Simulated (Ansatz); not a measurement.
# SiP2H (quartet): wave-function methods side by side, cc-pVDZ

An exercise on one series of results from a longer session: the logs are not shown, and one member is left open.

The runs use Ansatz 0.2.0, Gaussian basis; cc-pVDZ, core rule «outside noble gas», up to 15 orbitals frozen.

Plan: UHF; CCSD(T) on ROHF; CCSD(T) on UHF; BCCD(T) on ROHF; CISD; CCSDT(Q) on ROHF; CCSDT(Q) on UHF; CASSCF and NEVPT2, 11 electrons in 11 orbitals.

25 further runs of the same task are left out: 11 that didn't finish, 14 set aside as unsound or not needed.

### What is computed

The geometry is a PBE0/def2-TZVP stationary point (not a proven minimum).

4 atoms, charge 0, spin multiplicity 4.

Atoms are counted from 1 here; the program's logs count them from 0.

Bond lengths: P1–Si2 2.115 Å, P1–H4 1.424 Å, Si2–P3 2.201 Å. Angles: Si2–P1–H4 96.7°, P1–Si2–P3 110.2°.

Set-up of the first run:

Contents of in.yaml:

```yaml
crystal:
  periodic: [false, false, false]
  atoms:
    - {symbol: P, position_ang: [0.000000, -0.439635, 1.712071]}
    - {symbol: Si, position_ang: [0.000000, 0.841866, 0.028977]}
    - {symbol: P, position_ang: [0.000000, -0.342749, -1.826264]}
    - {symbol: H, position_ang: [0.000000, 0.584513, 2.701693]}
basis:
  gaussian: {orbitals: cc-pVDZ}
magnetization: {spin_polarized: true, initial_magnetization: 3}
hamiltonian: {xc: hf}
output: {orbitals: {seedname: orbitals}}
```

Run with:

```
$ ansatz run in.yaml --threads 1 --pin off --events-out ev --progress --plain --max-ram 2393MiB
```

Among the steps run: UHF; CCSD(T) on ROHF; CCSD(T) on UHF; BCCD(T) on ROHF; CISD; CCSDT(Q) on ROHF; CCSDT(Q) on UHF; CASSCF and NEVPT2, 11 electrons in 11 orbitals.

One table of the session follows, with a row left open; its other results are not shown here.

It belongs to the step «Misses and costs». 

```
        method  from RCCSDT(Q) (meV)
          ROHF               +9336.7
           UHF               +8876.7
          RMP2               +1769.1
          UMP2               +1985.0
          CISD                     ?
         RCCSD                +552.0
         UCCSD                +524.0
      RCCSD(T)                +108.5
      UCCSD(T)                +122.7
       BCCD(T)                +107.8
        RCCSDT                 +42.6
        UCCSDT                 +38.4
     RCCSDT(Q)                     0
     UCCSDT(Q)                  -5.8
CASSCF valence               +7094.1
NEVPT2 valence               +1466.1
```

**Question.** Estimate the row for CISD.

**Answer.** from RCCSDT(Q) (meV): +1700.8. In the column «from RCCSDT(Q) (meV)» it lies between NEVPT2 valence (+1466.1) and RMP2 (+1769.1).

With the free atoms at the same levels and basis (separate runs), the atomisation energy is 6.789 eV at RCCSDT(Q), 6.711 eV at RCCSD(T), 6.696 eV at UCCSD(T), 3.830 eV at ROHF.

Caveats from the session: Warnings: spin contamination; large T1 diagnostic. Restricted and unrestricted rows rest on different reference determinants; where their highest levels disagree by more than a few hundredths of an eV, they describe different states and don't form one ladder.
